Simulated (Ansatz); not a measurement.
System: 1T (CdI2-type) SnSe2. Method: PBEsol (plane waves, PAW; Ansatz, a program for electronic structure).

Settings: plane-wave cutoff 520 eV, 12×12×6 k mesh (along the axes of the cell as run), Fermi–Dirac smearing 0.01 eV, scalar-relativistic PAW data made under PBE.

Cell (relaxed at this level):

SnSe$_{2}$ is modelled in the trigonal space group P-3m1 (No. 164), the CdI2 type structure, Pearson symbol hP3. Lattice parameters: a = 3.8178 Å, b = 3.8178 Å, c = 6.1549 Å, α = 90.00°, β = 90.00°, γ = 120.00°. Sn on 1a sees 6 Se at 2.716 Å (octahedral). Se on 2d sees 3 Sn at 2.716 Å (trigonal pyramidal). (Neighbours: up to the widest gap in distance over summed covalent radii, below 1.35, at either atom; cation-cation and far metal-metal contacts left out.)

Task: Give the computed bulk modulus B0, band gap and smallest direct gap on the k points sampled.

Result: 
bulk modulus B0: 17.4 GPa
band gap: 0.47 eV
smallest direct gap on the k points sampled: 1.00 eV

Measured, for comparison: band gap 0.98 eV (temperature not stated, not corrected to a static lattice, indirect, our sources range from 0.98 to 1.06; as tabulated in Gonzalez and Oleynik (2016), arXiv:1609.04381).

Note: the cell comes from a level without a dispersion term, which matters for the spacing of layers, chains or molecules; the bulk modulus comes from volumes at which shape and atoms were relaxed.

Spin–orbit coupling is not included.

Static lattice: no zero-point or thermal effects.
